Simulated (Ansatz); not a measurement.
A calculation with Ansatz (development build ahead of 0.2.0).

```yaml
crystal:
  periodic: [false, false, false]
  atoms:
    - { symbol: C, position_ang: [0.0, 0.52485, -0.35232] }
    - { symbol: H, position_ang: [0.0, 1.61271, 0.21268] }
    - { symbol: O, position_ang: [0.0, -0.59523, 0.23766] }
basis:
  gaussian: { orbitals: cc-pVDZ }
magnetization:
  spin_polarized: true
  initial_magnetization: 1
hamiltonian:
  xc: hf
```

The input is written out in the form of the current development build from the run's settings.

Results

- Converged: yes
- Total energy: -113.23294 hartree
- Spin squared of the determinant: 0.855

Caution: the unrestricted determinant is spin contaminated.
